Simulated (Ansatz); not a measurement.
A made-up structure of AlSiNH$_{7}$ (charge +1), closed shell:

| atom | x (Å) | y (Å) | z (Å) |
| --- | --- | --- | --- |
| N1 | -1.3388 | 0.9634 | -0.6871 |
| Al2 | 1.1371 | -1.1408 | 1.1579 |
| Si3 | 0.5362 | 0.2315 | -0.7722 |
| H4 | -1.8418 | 0.7523 | 0.1743 |
| H5 | -1.3460 | 1.9797 | -0.7925 |
| H6 | -1.9119 | 0.6115 | -1.4565 |
| H7 | 1.0129 | 0.7341 | -2.0118 |
| H8 | 0.8776 | -2.5855 | 0.7631 |
| H9 | 0.2323 | -0.7244 | 2.3060 |
| H10 | 2.6031 | -0.8928 | 1.4741 |

It is relaxed with PBE-D4/def2-SVP and then PBE0-D4/def2-TZVP (Ansatz 0.2.0). Atoms count as bonded within 1.22 times the sum of their covalent radii (H–H: 0.88 Å). The end point is not checked to be a true minimum.

Problem. Does its bonding change? (Judge from chemistry; the calculation decides.)

Solution. Computed: Yes. Formed: Si3–H8; broken: Al2–H8.

Where it ends: The first stage lowers the energy by 2.86 eV in 24 steps. It ends as AlSiNH₇ ([NH3][SiH2][AlH2]), total charge +1:
N1  (-1.262, 0.602, -0.597)
Al2  (1.364, -0.522, 1.651)
Si3  (0.414, -0.341, -0.658)
H4  (-1.954, 0.125, -0.018)
H5  (-1.164, 1.546, -0.222)
H6  (-1.665, 0.692, -1.530)
H7  (1.103, 0.518, -1.652)
H8  (-0.062, -1.573, -1.334)
H9  (0.448, 0.147, 2.746)
H10  (2.739, -1.264, 1.768)
(Å)

Labels in which every atom is bracketed show which atoms are joined, not bond orders.

For scale, one of the runs: PBE0-D4/def2-TZVP relaxation, 147 basis functions, launched by `ansatz run in.yaml --threads 2 --pin off --events-out ev --progress --plain --max-ram 4352MiB`. Hardware: 2 CPU threads of an Arm Neoverse V2, shared host. Wall time about 30 s.
